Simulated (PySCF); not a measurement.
Molecule: (Chloromethyl)cyclopropane, C4H7Cl.

Bonds (- single, = double, # triple, : aromatic): Cl1-C2 1.796 Å, C2-C3 1.495 Å, C3-C4 1.497 Å, C4-C5 1.499 Å, C5-C3 1.504 Å. C2 carries H6, H7; C3 carries H8; C4 carries H9, H10; C5 carries H11, H12. H9, H12 are cis to C2 on the ring; H10, H11 are trans to C2 on the ring.

Geometry PBE0-D3(BJ)/def2-SVP throughout; GIAO in PySCF 2.14, gas phase, one conformer, non-relativistic; equivalent atoms averaged; functional PBE0.

(1) How do the shifts δ (against HCl, TMS at the same level) depend on the basis set? (ppm; last column core-seconds on shared hosts with different chips, so compare them loosely)

(2) Which nucleus moves most, in ppm?

(3) Taking the largest basis, pcSseg-2 (285 functions), as the yardstick, rank the others by their worst heavy-atom deviation.

Answers

(1) 
```csv
basis set,functions,Cl1,C2,C3,C4/C5,H6/H7,H8,H10/H11,H9/H12,core-s
STO-3G,36,27.4,49.5,17.3,16.4,2.26,0.88,0.87,0.59,2.4
6-31G,63,52.2,52.6,15.5,9.2,3.19,1.09,0.86,0.52,4.5
pcSseg-0,63,70.7,56.9,14.3,10.0,2.96,0.85,0.89,0.55,4.1
6-31G*,88,62.1,51.0,14.9,8.4,3.09,1.11,0.71,0.39,5.9
def2-SVP,109,80.2,52.4,14.3,7.3,2.99,0.83,0.46,0.13,7
cc-pVDZ,109,85.2,55.0,17.1,8.6,3.09,0.91,0.53,0.19,8.6
pcSseg-1,127,98.3,56.2,15.7,7.9,3.15,0.97,0.64,0.26,9
aug-cc-pVDZ,182,97.0,54.8,16.6,7.4,3.36,1.16,0.67,0.32,17
"6-311+G(2d,p)",185,104.8,55.3,16.6,7.2,3.31,1.13,0.63,0.27,16
def2-TZVP,203,100.0,55.8,16.5,7.2,3.27,1.11,0.64,0.30,19
cc-pVTZ,252,93.9,55.8,16.5,7.7,3.29,1.10,0.64,0.28,26
IGLO-III,254,99.6,56.3,16.9,7.4,3.29,1.11,0.62,0.27,26
pcSseg-2,285,101.9,57.6,17.1,7.9,3.28,1.11,0.65,0.30,32
```

(2) Cl1 (chlorine bonded to C): from 27.4 ppm with STO-3G to 104.8 ppm with 6-311+G(2d,p). The smallest spread is 0.33 ppm, at H8. Proton shifts span only some 12 ppm, so a few tenths of a ppm matter as much there as several ppm in carbon.

(3) def2-TZVP 1.9 ppm (203 functions), IGLO-III 2.3 ppm (254 functions), 6-311+G(2d,p) 2.8 ppm (185 functions), pcSseg-1 3.6 ppm (127 functions), aug-cc-pVDZ 4.9 ppm (182 functions), cc-pVTZ 8.0 ppm (252 functions), cc-pVDZ 16.8 ppm (109 functions), def2-SVP 21.7 ppm (109 functions), pcSseg-0 31.2 ppm (63 functions), 6-31G* 39.8 ppm (88 functions), 6-31G 49.7 ppm (63 functions), STO-3G 74.5 ppm (36 functions).

A small basis that lands close on one nucleus may do so by chance; judge by the trend and by all nuclei.
